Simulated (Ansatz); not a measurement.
C2H8Si⁺, that is SiMe2H2 with one electron fewer. Charge 1, multiplicity 2. Geometry PBE-D4/def2-TZVP, that of the neutral singlet; atoms count from 1.

Cartesian coordinates in Å:
```
Si -0.409 0.606 0.008
C 0.585 -0.024 1.479
H 0.476 0.644 2.345
H 1.654 -0.086 1.230
H 0.246 -1.027 1.778
C -0.216 -0.523 -1.486
H -0.801 -0.153 -2.340
H -0.561 -1.541 -1.254
H 0.837 -0.583 -1.797
H 0.046 1.991 -0.348
H -1.859 0.696 0.385
```

Q: Estimate the Mulliken populations from the PBE0/def2-TZVP orbitals of Ansatz.

A: 
```tsv
atom	charge (e)	spin (α − β)
Si1	0.26	0.19
C2	-0.39	0.35
H3	0.24	0.04
H4	0.21	-0.01
H5	0.22	0.00
C6	-0.39	0.35
H7	0.24	0.04
H8	0.21	-0.01
H9	0.22	0.00
H10	0.09	0.02
H11	0.09	0.02
```
Mulliken values depend strongly on the basis.

Q: Where does the spin sit?

A: Summed by element: Si 0.19, C 0.70, H 0.11, of 1 unpaired in all. Largest on single atoms: C2 0.35, C6 0.35, Si1 0.19.

Q: And the Mayer bond orders between heavy atoms (over 0.3)?

A: Si1–C2 0.84 (1.88 Å); Si1–C6 0.84 (1.88 Å).
